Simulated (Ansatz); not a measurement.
Geometry optimisation, UKS B3LYP-D4/def2-SVP (Ansatz 0.2.0).

Input file:

```yaml
crystal:
  periodic: [false, false, false]
  atoms:
    - { symbol: B, position_ang: [0.0, 0.0, -0.092144] }
    - { symbol: F, position_ang: [0.0, 0.0, 1.230605] }
    - { symbol: H, position_ang: [1.060548, 0.0, -0.660836] }
    - { symbol: H, position_ang: [-1.060548, 0.0, -0.660836] }
    - { symbol: F, position_ang: [0.0, 0.0, 3.573211] }
magnetization:
  spin_polarized: true
  initial_magnetization: 1
basis:
  gaussian: { orbitals: def2-SVP }
hamiltonian:
  xc: b3lyp
  dispersion: d4
relax:
  f_tol: 0.03
  max_steps: 50
```

Command:

```bash
$ ansatz run input.yaml --threads 1 --pin off --max-ram 2048MiB --backend cpu --events-out ev --progress --plain --runs-dir out
```

Question: Where does it end, and by what steps?

Answer: The forces met the threshold. After 2 steps the energy has fallen by 0.004 eV; F5 moved furthest, 0.06 Å.

```tsv
step	energy less start (eV)	largest force component (eV/Å)	accepted
0	0.0000	0.127	yes
1	-0.0023	0.057	yes
2	-0.0038	0.018	yes
```

```xyz
5
Properties=species:S:1:pos:R:3
B 0.000 0.000 -0.111
F 0.000 0.000 1.211
H 1.069 0.000 -0.670
H -1.069 0.000 -0.670
F 0.000 0.000 3.631
```

Whether the end is a true minimum wasn't checked by a vibrational analysis.

Run time: 16 s on 1 thread of Arm Neoverse V2, with other jobs on the host, peak memory 0.12 GiB.
